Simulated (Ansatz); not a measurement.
A CCSD(T) single point on `C=C(F)C(F)F`.

```yaml
crystal:
  periodic: [false, false, false]
  atoms:
    - {symbol: C, position_ang: [0.335922, -1.342588, 0.309400]}
    - {symbol: C, position_ang: [0.491720, -0.097632, -0.095384]}
    - {symbol: F, position_ang: [1.658214, 0.365528, -0.538420]}
    - {symbol: C, position_ang: [-0.589166, 0.933952, -0.111559]}
    - {symbol: F, position_ang: [-0.775842, 1.400282, -1.369180]}
    - {symbol: F, position_ang: [-0.241407, 1.992095, 0.658741]}
    - {symbol: H, position_ang: [1.159229, -2.043939, 0.297041]}
    - {symbol: H, position_ang: [-0.630521, -1.674836, 0.661476]}
    - {symbol: H, position_ang: [-1.534049, 0.524736, 0.256886]}
basis:
  gaussian: {orbitals: def2-TZVPP}
correlation: {method: ccsd_t}
```

```sh
$ ansatz run in.yaml --threads 4 --pin off --events-out ev --progress --plain
```

Log, shortened:

```
Functional definition: HF
1451 factors; integrals over basis functions are off by at most 9.0e-4 eV
mean field evaluation 1: about -11256.6348 eV, gradient 4.1e1 eV
mean field evaluation 2: about -11256.8909 eV, gradient 4.1e1 eV
mean field evaluation 4: about -11260.3574 eV, gradient 4.3e0 eV
mean field evaluation 8: about -11260.4207 eV, gradient 2.9e-1 eV
mean field -11260.42120820 eV, -413.8128468137 hartree, gradient 4.7e-6 eV, S^2 0.000000; 0 other end points of the search recorded, 0 dependent functions left out
6 core orbitals not correlated: weight in the atoms' cores, before any rotation towards them, 1.000 or more for the frozen orbitals, at most 0.000 for the correlated occupied ones
reference -11260.42120820 eV, -413.8128468137 hartree; 18, 18 occupied and 204, 204 virtual orbitals, 1451 factors
second order -33.16925082 eV of doubles, -0.00000000 eV of singles
cycle   1  -32.89588139 eV  change    2.7e-1 eV  update   1.2e-1
cycle   2  -33.59122105 eV  change   -7.0e-1 eV  update   3.6e-2
cycle   3  -33.76472925 eV  change   -1.7e-1 eV  update   1.8e-2
cycle   4  -33.74829261 eV  change    1.6e-2 eV  update   4.1e-3
cycle   5  -33.74476753 eV  change    3.5e-3 eV  update   1.9e-3
cycle   6  -33.74677799 eV  change   -2.0e-3 eV  update   5.4e-4
cycle   7  -33.74674434 eV  change    3.4e-5 eV  update   2.1e-4
cycle   8  -33.74657568 eV  change    1.7e-4 eV  update   7.3e-5
cycle   9  -33.74657496 eV  change    7.1e-7 eV  update   3.1e-5
perturbative correction -1.20586829 eV, -0.0443148423 hartree
Total energy: -11295.37365145 eV, -415.0973254116 hartree
```

It took 3.9 min on 4 threads of a server CPU on a shared host, with 4.5 GiB of host memory at the peak.

The correlation energy is -34.952 eV, 3.5 % of it from (T); the T1 diagnostic reads 0.0122.
